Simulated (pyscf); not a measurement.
Structures and frequencies: ωB97X-D3(BJ)/def2-SVP in PySCF.

Problem. What is the homolytic dissociation enthalpy (298 K, ωB97M-D3(BJ)/def2-TZVP) of the Cl–Zr bond of F–Zr(F)(F)–Cl (SMILES [F][Zr]([F])([F])[Cl]), to [F–Zr(F)–F]• + Cl•?

Solution. Cl–Zr to [F–Zr(F)–F]• + Cl•: 490.3 kJ/mol. The 7 functionals that were run give +478.9 (M06-2X) to +517.2 kJ/mol (ωB97X-D3(BJ)). The radicals are drawn with the spin at the cut bond; how far it spreads was not checked. Left out: the spin-orbit lowering of Cl. Open-shell species with a d-block atom are single-reference here; other states, and whether the spin sits on metal or ligand, were not checked. Elements past Kr carry the def2 core potentials, without spin-orbit coupling.
